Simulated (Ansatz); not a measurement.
System: fluorite SrCl2. Method: PBE0 in Ansatz (PAW).

Run with plane-wave cutoff 460 eV, 6×6×6 k mesh, Fermi–Dirac smearing 0.01 eV, scalar-relativistic PAW data made under PBE.

Cell (relaxed at this level):

```yaml
crystal:
  lattice:
    - [0.00000, 3.50148, 3.50148]
    - [3.50148, 0.00000, 3.50148]
    - [3.50148, 3.50148, 0.00000]
  atoms:
    - { symbol: Sr, position: [0.00000, 0.00000, 0.00000] }
    - { symbol: Cl, position: [0.25000, 0.25000, 0.25000] }
    - { symbol: Cl, position: [0.75000, 0.75000, 0.75000] }
```

Give the computed band gap, pressure derivative B′ of the bulk modulus, smallest direct gap on the k points sampled and Γ–Γ gap.


- band gap: 7.30 eV (on the SCF k mesh)
- pressure derivative B′ of the bulk modulus: 4.5
- smallest direct gap on the k points sampled: 7.58 eV
- Γ–Γ gap: 7.66 eV

Measured, for comparison: band gap 7.5 eV (temperature not stated, no zero-point or thermal correction; as tabulated in Aguado et al. (1999), arXiv:cond-mat/9901145).

Spin–orbit coupling is not included.

The computed numbers hold no vibrational or temperature effects.

Cost on a shared machine: roughly 6 core-minutes.

Ansatz is a program for electronic structure.
